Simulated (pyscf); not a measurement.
Optimised with ωB97X-D3(BJ)/def2-SVP in PySCF.

Task: PBE/def2-TZVP puts the barrier of H₃Si–AsH–GeH₃ (SMILES [SiH3][AsH][GeH3]) + H₂ (SMILES [H][H]) → H₃Ge–AsH₂ (SMILES [GeH3][AsH2]) + SiH₄ (SMILES [SiH4]) (four-centre exchange; singlet surface; As–Si, H–H broken, As–H, H–Si formed) at 241.7 kJ/mol and the reaction energy at +15.0 kJ/mol, from the separated reactants. What do B3LYP-D3(BJ)/def2-TZVP, M06-2X/def2-TZVP, ωB97M-D3(BJ)/def2-TZVP give on the same structures?

Result: B3LYP-D3(BJ): ΔE‡ = 265.7 kJ/mol, ΔE = +13.9 kJ/mol; M06-2X: ΔE‡ = 276.1 kJ/mol, ΔE = +19.8 kJ/mol; ωB97M-D3(BJ): ΔE‡ = 273.4 kJ/mol, ΔE = +9.4 kJ/mol. PBE's barrier lies under all of them, by 23.9 to 34.4 kJ/mol. Its reaction energy lies among theirs. Low barriers are usual for a GGA, whose delocalisation error favours stretched bonds. At the saddle there is also a short H–Si contact that neither side keeps. This is the saddle that the search found; another between the same sides may lie lower. Elements up to Kr have no core potential and no relativistic terms here.
